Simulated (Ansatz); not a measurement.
Reading a saddle point

A first-order saddle point of CH₈BN, singlet, PBE0-D4/def2-TZVP, with one imaginary mode of 1412i cm⁻¹:

B1  (-0.607, -0.373, -0.320)
C2  (0.765, 0.792, -0.629)
H3  (-0.369, -1.310, -1.031)
H4  (-1.598, 0.268, -0.541)
H5  (0.400, 0.151, 0.515)
N6  (-0.396, -0.684, 1.208)
H7  (0.445, 0.865, -1.669)
H8  (0.728, 1.800, -0.208)
H9  (1.796, 0.428, -0.635)
H10  (-1.081, -0.328, 1.854)
H11  (-0.084, -1.608, 1.456)
(Å)

Program: Ansatz 0.2.0. Basis: def2-TZVPP and def2-QZVPP. Cores are frozen in the correlated methods. Extrapolation: Hartree–Fock as exp(−7.88 √X), correlation as X^−2.97.

Question: Which contacts change along the imaginary mode, and what lies on either side? (A judgement: the text doesn't fix the answer.)

Answer: By the calculation: The step is CH₅B ([BH2][CH3]) + NH₃ → BNH₄ ([BH2][NH2]) + CH₄, with the molecules in contact on both sides. Shortening one way: B1–N6, C2–H5; lengthening the same way: B1–C2, H5–N6.
```json
{"pair": "B1–N6", "one side (Å)": "1.65", "saddle (Å)": "1.57", "other side (Å)": "1.39"}
{"pair": "C2–H5", "one side (Å)": "2.82", "saddle (Å)": "1.36", "other side (Å)": "1.09"}
{"pair": "B1–C2", "one side (Å)": "1.61", "saddle (Å)": "1.83", "other side (Å)": "3.63"}
{"pair": "H5–N6", "one side (Å)": "1.02", "saddle (Å)": "1.35", "other side (Å)": "3.30"}
```

Question: Which side is lower, and how far does the saddle lie above each? (Judge from chemistry; the value comes from the calculation.)

Answer: By the calculation: The side with B1–N6, C2–H5 short is lower by 0.430 eV; the saddle lies 2.338 eV above it and 1.908 eV above the other (CCSD(T) at an estimated basis limit (MP2 extrapolated from triple and quadruple zeta, plus CCSD(T) − MP2 in triple zeta); electronic energies).

The T1 diagnostic stays at or below 0.012.

The step is the kind of exchange with an N–H group that builds nitride films in atomic layer and chemical vapour deposition.

Labels in which every atom is bracketed show which atoms are joined, not bond orders.

For scale, one of the runs: CCSD(T)/def2-TZVPP, 205 basis functions, launched by `ansatz run in.yaml --threads 2 --pin off --events-out ev --progress --plain --max-ram 4352MiB`. Time: 53 s of wall clock on 2 CPU threads of an Arm Neoverse V1; the host was shared. Peak host memory: 2.8 GiB.
